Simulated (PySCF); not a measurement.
PySCF input (M06-2X/def2-TZVPD):

```python
from pyscf import gto, scf, dft

mol = gto.M(
    atom='''
    O     0.00698159   -0.00938093    1.15639185
    C     0.01002135    1.09121187    0.35485194
    C    -0.00584318   -1.09682594    0.33719784
    C    -0.00057460    0.72400222   -0.94957313
    C    -0.01096108   -0.70850213   -0.96113124
    H     0.01993172    2.04136423    0.85814072
    H    -0.00976940   -2.05501900    0.82508919
    H    -0.00100663    1.38402074   -1.80017025
    H    -0.02086345   -1.35463467   -1.82226699
    ''',
    basis='def2-tzvpd',
    charge=0,
    spin=0,
    verbose=4,
)

mf = dft.RKS(mol, xc='m062x').density_fit(auxbasis='def2-universal-jkfit')
mf.grids.level = 4
mf.conv_tol = 1e-9
mf.max_cycle = 100
mf.max_memory = 1500
mf.kernel()
if not mf.converged:
    mf = mf.newton()
    mf.kernel(mf.make_rdm1())
mf.analyze()
```

Output:

```
PySCF version 2.14.0

[INPUT] verbose = 4
[INPUT] num. atoms = 9
[INPUT] num. electrons = 36
[INPUT] charge = 0
[INPUT] spin (= nelec alpha-beta = 2S) = 0
[INPUT] symmetry False subgroup None
[INPUT] Mole.unit = angstrom
[INPUT] Symbol           X                Y                Z      unit          X                Y                Z       unit  Magmom
[INPUT]  1 O      0.006981590000  -0.009380930000   1.156391850000 AA    0.013193293014  -0.017727388494   2.185263889179 Bohr   0.0
[INPUT]  2 C      0.010021350000   1.091211870000   0.354851940000 AA    0.018937606898   2.062091578174   0.670572981371 Bohr   0.0
[INPUT]  3 C     -0.005843180000  -1.096825940000   0.337197840000 AA   -0.011042009897  -2.072700632919   0.637211567395 Bohr   0.0
[INPUT]  4 C     -0.000574600000   0.724002220000  -0.949573130000 AA   -0.001085836631   1.368165909377  -1.794433150946 Bohr   0.0
[INPUT]  5 C     -0.010961080000  -0.708502130000  -0.961131240000 AA   -0.020713439229  -1.338874984371  -1.816274813364 Bohr   0.0
[INPUT]  6 H      0.019931720000   2.041364230000   0.858140720000 AA    0.037665491992   3.857619315184   1.621650937137 Bohr   0.0
[INPUT]  7 H     -0.009769400000  -2.055019000000   0.825089190000 AA   -0.018461490401  -3.883423090778   1.559192597439 Bohr   0.0
[INPUT]  8 H     -0.001006630000   1.384020740000  -1.800170250000 AA   -0.001902255009   2.615420149318  -3.401828750090 Bohr   0.0
[INPUT]  9 H     -0.020863450000  -1.354634670000  -1.822266990000 AA   -0.039426206514  -2.559888525141  -3.443585536936 Bohr   0.0

nuclear repulsion = 161.169355213455
number of shells = 86
number of NR pGTOs = 307
number of NR cGTOs = 224
basis = def2-tzvpd
ecp = {}

******** <class 'pyscf.df.df_jk.DFRKS'> ********
method = DFRKS
initial guess = minao
damping factor = 0
level_shift factor = 0
DIIS = <class 'pyscf.scf.diis.CDIIS'>
diis_start_cycle = 1
diis_space = 8
diis_damp = 0
SCF conv_tol = 1e-09
SCF conv_tol_grad = None
SCF max_cycles = 100
direct_scf = False
XC library pyscf.dft.libxc version 7.1.2
    S. Lehtola, C. Steigemann, M. J. T. Oliveira, and M. A. L. Marques,  SoftwareX 7, 1–5 (2018)
XC functionals = m062x
    Y. Zhao and D. G. Truhlar,  Theor. Chem. Acc. 120, 215 (2008)
    Y. Zhao and D. G. Truhlar,  Theor. Chem. Acc. 120, 215 (2008)
radial grids:
    Treutler-Ahlrichs [JCP 102, 346 (1995); DOI:10.1063/1.469408] (M4) radial grids

becke partition: Becke, JCP 88, 2547 (1988); DOI:10.1063/1.454033
pruning grids: <function nwchem_prune>
grids dens level: 4
symmetrized grids: False
atomic radii adjust function: <function treutler_atomic_radii_adjust>
small_rho_cutoff = 0
Set gradient conv threshold to 3.16228e-05
Initial guess from minao.
tot grids = 205528
******** <class 'pyscf.df.df.DF'> ********
auxbasis = def2-universal-jkfit
init E= -231.156680978677
[...]
cycle= 10 E= -230.017347960097  delta_E= -1.77e-10  |g|= 3.89e-06  |ddm|= 5.6e-05
  HOMO = -0.288035903005433  LUMO = 0.0208492011121464  gap/eV = 8.40519
Extra cycle  E= -230.017347960104  delta_E= -6.82e-12  |g|= 3.64e-06  |ddm|= 1.08e-05
converged SCF energy = -230.017347960104
**** SCF Summaries ****
Total Energy =                        -230.017347960103962
Nuclear Repulsion Energy =             161.169355213455333
One-electron Energy =                 -629.818291630671979
Two-electron Energy =                  238.631588457112713
Two-electron Coulomb Energy =          270.325429644403016
DFT Exchange-Correlation Energy =      -31.693841187290296
HOMO-LUMO gap [eV] =                     8.405191803971343
**** MO energy ****
MO #1   energy= -19.6950690343382  occ= 2
MO #2   energy= -10.5907796815553  occ= 2
MO #3   energy= -10.5907403909127  occ= 2
MO #4   energy= -10.5391881728501  occ= 2
MO #5   energy= -10.5385731720208  occ= 2
MO #6   energy= -1.23659021844637  occ= 2
MO #7   energy= -0.901801291176948 occ= 2
MO #8   energy= -0.844061178943488 occ= 2
MO #9   energy= -0.681655794476541 occ= 2
MO #10  energy= -0.652530713842001 occ= 2
MO #11  energy= -0.626325021485396 occ= 2
MO #12  energy= -0.536677237771318 occ= 2
MO #13  energy= -0.514468166445404 occ= 2
MO #14  energy= -0.47651267856827  occ= 2
MO #15  energy= -0.466561400174375 occ= 2
MO #16  energy= -0.444853818938043 occ= 2
MO #17  energy= -0.34495695096858  occ= 2
MO #18  energy= -0.288035903005433 occ= 2
MO #19  energy= 0.0208492011121464 occ= 0
MO #20  energy= 0.0367413910889853 occ= 0
MO #21  energy= 0.0388417556306964 occ= 0
MO #22  energy= 0.0398811666255548 occ= 0
MO #23  energy= 0.0640737366259117 occ= 0
MO #24  energy= 0.0758616655352765 occ= 0
MO #25  energy= 0.0774611501080001 occ= 0
MO #26  energy= 0.0934482225354916 occ= 0
MO #27  energy= 0.0937435181790584 occ= 0
MO #28  energy= 0.110022560129939  occ= 0
MO #29  energy= 0.144777079647025  occ= 0
MO #30  energy= 0.161082541124272  occ= 0
MO #31  energy= 0.162464623703672  occ= 0
MO #32  energy= 0.166398396908953  occ= 0
MO #33  energy= 0.173145303643299  occ= 0
MO #34  energy= 0.196945530426394  occ= 0
MO #35  energy= 0.19723909359072   occ= 0
MO #36  energy= 0.218498719945909  occ= 0
MO #37  energy= 0.231749606292532  occ= 0
MO #38  energy= 0.235637853993234  occ= 0
MO #39  energy= 0.247881052303654  occ= 0
MO #40  energy= 0.254441237962707  occ= 0
MO #41  energy= 0.263756598501436  occ= 0
MO #42  energy= 0.270040555913957  occ= 0
MO #43  energy= 0.274839649205874  occ= 0
MO #44  energy= 0.289283076254602  occ= 0
MO #45  energy= 0.298052877264808  occ= 0
MO #46  energy= 0.306494855144835  occ= 0
MO #47  energy= 0.316021264544267  occ= 0
MO #48  energy= 0.318646682264499  occ= 0
MO #49  energy= 0.319619287909594  occ= 0
MO #50  energy= 0.32172937741854   occ= 0
MO #51  energy= 0.337399245882263  occ= 0
MO #52  energy= 0.353695631714757  occ= 0
MO #53  energy= 0.356705362580711  occ= 0
MO #54  energy= 0.367647323778322  occ= 0
MO #55  energy= 0.368517845812813  occ= 0
MO #56  energy= 0.383248882151062  occ= 0
MO #57  energy= 0.393755298706355  occ= 0
MO #58  energy= 0.406298916961757  occ= 0
MO #59  energy= 0.411668373065237  occ= 0
MO #60  energy= 0.423139509111541  occ= 0
MO #61  energy= 0.429618632170715  occ= 0
MO #62  energy= 0.434757078837064  occ= 0
MO #63  energy= 0.469865861638932  occ= 0
MO #64  energy= 0.479281120044351  occ= 0
MO #65  energy= 0.490397283431368  occ= 0
MO #66  energy= 0.491644635050361  occ= 0
MO #67  energy= 0.494603863314068  occ= 0
MO #68  energy= 0.499580168387554  occ= 0
MO #69  energy= 0.520186987540974  occ= 0
MO #70  energy= 0.552114756483791  occ= 0
MO #71  energy= 0.564123445332601  occ= 0
MO #72  energy= 0.567224078819621  occ= 0
MO #73  energy= 0.586768288325185  occ= 0
MO #74  energy= 0.588496397469862  occ= 0
MO #75  energy= 0.589877783690985  occ= 0
MO #76  energy= 0.619397052862602  occ= 0
MO #77  energy= 0.620765389267781  occ= 0
MO #78  energy= 0.629318932454244  occ= 0
MO #79  energy= 0.675473251498145  occ= 0
MO #80  energy= 0.675633481750692  occ= 0
MO #81  energy= 0.695949529879328  occ= 0
MO #82  energy= 0.697970045025425  occ= 0
MO #83  energy= 0.722123906297491  occ= 0
MO #84  energy= 0.732886703275154  occ= 0
MO #85  energy= 0.735852901326256  occ= 0
MO #86  energy= 0.739351721135206  occ= 0
MO #87  energy= 0.750559981714459  occ= 0
MO #88  energy= 0.766455069513748  occ= 0
MO #89  energy= 0.776393455772342  occ= 0
MO #90  energy= 0.77978308187933   occ= 0
MO #91  energy= 0.805024900635942  occ= 0
MO #92  energy= 0.812010056426266  occ= 0
MO #93  energy= 0.839847531310833  occ= 0
MO #94  energy= 0.857473018844894  occ= 0
MO #95  energy= 0.901490914663633  occ= 0
MO #96  energy= 0.948321743670494  occ= 0
MO #97  energy= 0.961479412511827  occ= 0
MO #98  energy= 0.989279107659721  occ= 0
MO #99  energy= 0.992518898583711  occ= 0
MO #100 energy= 1.04095525699755   occ= 0
MO #101 energy= 1.05625772489206   occ= 0
MO #102 energy= 1.08521776668537   occ= 0
MO #103 energy= 1.14363838647265   occ= 0
MO #104 energy= 1.17397902336939   occ= 0
MO #105 energy= 1.18379819400833   occ= 0
MO #106 energy= 1.20375437399434   occ= 0
MO #107 energy= 1.23013269199821   occ= 0
[...]
```
